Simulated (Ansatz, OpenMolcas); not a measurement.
## B2 (SMILES B#B): methods side by side

B2: 2 atoms, total charge 0, spin state triplet. SMILES: `B#B`. The coordinates come from a GFN2-xTB relaxation.

```xyz
2

B     0.0000    0.0000    0.0000
B     0.0000    0.0000    1.4051
```

Each level gives the energy change with the B1–B2 bond stretched from 1.405 to 1.756 Å (eV). The values are calculated.

```csv
level,kind,program,value (eV),less FCI/3-21G
U-revPBE/3-21G,GGA,Ansatz,-0.47,+0.14
UPBE/3-21G,GGA,Ansatz,-0.42,+0.19
U-r2SCAN/3-21G,meta-GGA,Ansatz,-0.29,+0.32
UBHLYP/3-21G,global hybrid,Ansatz,-0.12,+0.49
UCAM-B3LYP/3-21G,range-separated hybrid,Ansatz,-0.12,+0.49
UHSE06/3-21G,range-separated hybrid,Ansatz,-0.23,+0.38
UMP2/3-21G,perturbation theory,Ansatz,0.00,+0.61
UCCSD(T)/3-21G,coupled cluster or CI,Ansatz,-0.39,+0.22
FCI/3-21G,exact in the basis,OpenMolcas,-0.61,0.00
```

FCI/3-21G is exact within its basis and frozen core, so for wave-function methods in that basis the difference is their error; functionals converge differently with the basis, so for them it is only a difference. The first shape isn't each level's own minimum. The values span -0.61 to 0.00 eV. Spin contamination of the reference (⟨S²⟩ at least 0.1 too high) touches U-revPBE/3-21G, UPBE/3-21G, U-r2SCAN/3-21G, UBHLYP/3-21G, UCAM-B3LYP/3-21G, UHSE06/3-21G, UMP2/3-21G, UCCSD(T)/3-21G. All rows use very small basis sets, so none should be taken for the real molecule's value.
